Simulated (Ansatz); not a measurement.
**NH₄O (doublet): wave-function methods side by side at distance N1–H4 along a hydrogen transfer = 1.012 Å, cc-pVDZ**

Aim: climb from Hartree-Fock through coupled cluster and multireference methods for NH₄O (doublet) at one geometry and basis, and see what each rung misses.

Computed with Ansatz 0.2.0, Gaussian basis. Level: cc-pVDZ, core rule «outside noble gas», up to 2 orbitals frozen.

To be run: UHF; CCSD(T) on ROHF; CCSD(T) on UHF; BCCD(T) on ROHF; CISD; CCSDT(Q) on ROHF; CCSDT(Q) on UHF; CASSCF and MRCISD+Q, 3 electrons in 3 orbitals; CASSCF and NEVPT2, 3 electrons in 3 orbitals.

### Step 1. The geometry

The geometry derives from fragments relaxed apart (PBE0/def2-TZVP) and kept rigid, so it is no stationary point. A hydrogen atom is moved between rigid fragments.

6 atoms, charge 0, spin multiplicity 2.

Atoms are counted from 1 here; the program's logs count them from 0.

Bond lengths: N1–H2 1.012 Å, N1–H3 1.012 Å, N1–H4 1.012 Å, O5–H6 0.973 Å. Angles: H2–N1–H3 107.1°, H2–N1–H4 107.1°, H3–N1–H4 107.1°.

### Step 2. UHF

in.yaml

```yaml
crystal:
  periodic: [false, false, false]
  atoms:
    - {symbol: N, position_ang: [-1.177544, 0.011087, -0.026067]}
    - {symbol: H, position_ang: [-1.474824, 0.978921, -0.026067]}
    - {symbol: H, position_ang: [-1.474823, -0.391211, 0.854193]}
    - {symbol: H, position_ang: [-0.165084, 0.011087, -0.026067]}
    - {symbol: O, position_ang: [1.139456, 0.011087, -0.026067]}
    - {symbol: H, position_ang: [1.391315, -0.928863, -0.026067]}
basis:
  gaussian: {orbitals: cc-pVDZ}
magnetization: {spin_polarized: true, initial_magnetization: 1}
hamiltonian: {xc: hf}
output: {orbitals: {seedname: orbitals}}
```

Launch:

```sh
> ansatz run in.yaml --threads 1 --pin off --events-out ev --progress --plain --max-ram 4096MiB --backend cpu
```

Further steps of the session: CCSD(T) on ROHF; CCSD(T) on UHF; BCCD(T) on ROHF; CISD; CCSDT(Q) on ROHF; CCSDT(Q) on UHF; CASSCF and MRCISD+Q, 3 electrons in 3 orbitals; CASSCF and NEVPT2, 3 electrons in 3 orbitals.

Q: Predict the results of all the runs planned. Wanted: UCCSDT(Q) below the RHF energy; RMP2 from UCCSDT(Q); UMP2 from UCCSDT(Q); RCCSD from UCCSDT(Q); RCCSD(T) from UCCSDT(Q); UCCSD(T) from UCCSDT(Q); RCCSDT(Q) from UCCSDT(Q); NEVPT2 pair from UCCSDT(Q); T1 diagnostic.

**Answer**, as computed:

```
                         quantity                                                   value
   UCCSDT(Q) below the RHF energy                                             -10.8066 eV
              RMP2 from UCCSDT(Q)                                         +25.19 kcal/mol
              UMP2 from UCCSDT(Q)                                         +25.00 kcal/mol
             RCCSD from UCCSDT(Q)                                          +5.69 kcal/mol
          RCCSD(T) from UCCSDT(Q)                                          +0.92 kcal/mol
          UCCSD(T) from UCCSDT(Q)                                          +0.90 kcal/mol
         RCCSDT(Q) from UCCSDT(Q)                                          +0.03 kcal/mol
       NEVPT2 pair from UCCSDT(Q)                                         +24.35 kcal/mol
levels within 1 kcal/mol (43 meV)  RCCSD(T), UCCSD(T), BCCD(T), RCCSDT, UCCSDT, RCCSDT(Q)
                    T1 diagnostic                                                   0.036
```

What this shows: RCCSD(T) lands +0.92 kcal/mol from the yardstick (0.4 % of the correlation energy). These misses are within one basis, not against nature; the frozen cores of restricted and unrestricted runs differ, which can shift their rows.
